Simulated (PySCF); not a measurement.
## Structure revision by computed shifts

A compound C3H5N3 gives the data below (simulated from a calculation) and was assigned the structure `Nc1cn[nH]c1`.

$^{13}$C{$^{1}$H} NMR (computed): δ 137.8 (CH, 2C), 41.4 (CH3).

$^{1}$H NMR (600 MHz, computed): δ 7.50 (s, 2H), 4.04 (s, 3H).

Isolated molecule, single conformer, fast rotation and ring inversion assumed for equivalent nuclei, non-relativistic. J: B3LYP/pcJ-1 (spin–dipole term only in couplings to heteroatoms); structure optimised with PBE0-D3(BJ)/def2-SVP; PBE0/pcSseg-1 with gauge-including orbitals; PySCF.

Chemical shifts δ = σref − σ; TMS for $^{1}$H, $^{13}$C, all at this level.

Question: Compare with the shifts computed for the proposed structure, pairing carbons in order of shift.

Answer: Numbering as in the mapped SMILES `[NH2:1][c:2]1[cH:3][n:4][nH:5][cH:6]1`. Each H is labelled by its parent atom.

```
atom  computed for proposal  given list  difference
  C2                  136.4       137.8        -1.4
  C3                  131.1       137.8        -6.7
  C6                  113.2        41.4       +71.8
```

The rms difference is 41.6 ppm and the largest +71.8 ppm at C6 (aromatic CH next to a ring nitrogen). The proposal also would give 3 carbon signals, not 2. The carbon types in order of shift don't match either: C, CH, CH for the proposal against CH, CH, CH3 in the data. The proposal doesn't fit.

Question: Which isomer fits?

Answer: `Cn1nccn1`.

Carbon types of the structure: 2 × CH, 1 × CH3, which accounts for all hydrogens. δC 137.8: aromatic CH next to a ring nitrogen. δC 41.4: methyl carbon bonded to N; the inductive effect lowers its shielding. δH 7.50: hydrogen on an aromatic CH next to a ring nitrogen; aromatic region. δH 4.04: hydrogen on a methyl carbon bonded to N; its carbon carries N, an electronegative neighbour.

The shifts were computed for this structure.

Shifts are as computed. Against solution values, carbons near 30 ppm lie about +2 ppm off and those near 130 ppm about +5 ppm. Of 1211 compounds with measured shifts, 218 miss one by over three times the rms of a fit or turn the order of signals round; such compounds aren't used in these exercises.
